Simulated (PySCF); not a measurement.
C2H6OS, SMILES CS(C)=O.

Coordinates come from a B3LYP-D3(BJ)/def2-SVP optimisation.

Computed with HF/def2-TZVP (PySCF).

Isolated molecule, no solvent.

Computed frontier levels, gap, dipole moment and polarisability:
* **highest occupied level**: -10.02 eV
* **lowest empty level**: 3.54 eV
* **orbital gap**: 13.57 eV
* **dipole moment**: 4.59 D
* **quadrupole, principal values (traceless, Buckingham form, about the centre of nuclear charge)**: -7.53, 0.71, 6.82 D·Å
* **mean static polarisability**: 46.7 bohr³ (6.93 Å³)
* **polarisability, principal values**: 39.0, 49.3, 52.0 bohr³
